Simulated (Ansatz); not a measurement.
**P2+ (quartet): the correlation ladder, def2-QZVPP**

One table from this session's results is given with a row withheld; the runs are named, their logs left out.

The runs use Ansatz 0.2.0, Gaussian basis; def2-QZVPP, core rule «outside noble gas», up to 10 orbitals frozen.

Plan: UHF; ROHF; CCSD(T) on UHF.

## The system

The geometry is a PBE0/def2-TZVP stationary point (not a proven minimum) of the parent state, kept for this charge and spin.

2 atoms, charge 1, spin multiplicity 4.

Atoms are counted from 1 here; the program's logs count them from 0.

Bond lengths: P1–P2 1.966 Å.

The first run:

in.yaml

```yaml
crystal:
  periodic: [false, false, false]
  atoms:
    - {symbol: P, position_ang: [0.000000, 0.000000, 0.000000]}
    - {symbol: P, position_ang: [0.000000, 0.000000, 1.965600]}
basis:
  gaussian: {orbitals: "def2-QZVPP.json"}
total_charge: 1
magnetization: {spin_polarized: true, initial_magnetization: 3}
hamiltonian: {xc: hf}
output: {orbitals: {seedname: orbitals}}
```

On the command line:

```sh
> ansatz run in.yaml --threads 1 --pin off --events-out ev --progress --plain --max-ram 2393MiB
```

Among the steps run: UHF; ROHF; CCSD(T) on UHF.

One of the session's tables, all rows but one given; the rest of the session is left out.

| method | from UCCSD(T) (meV) |
| --- | --- |
| ROHF | +6850.0 |
| UHF | ? |
| UMP2 | +1261.0 |
| UCCSD | +311.5 |
| UCCSD(T) | 0 |

Estimate the missing values for UHF.

The run gave: from UCCSD(T) (meV): +6535.0. In the column «from UCCSD(T) (meV)» it lies between UMP2 (+1261.0) and ROHF (+6850.0).
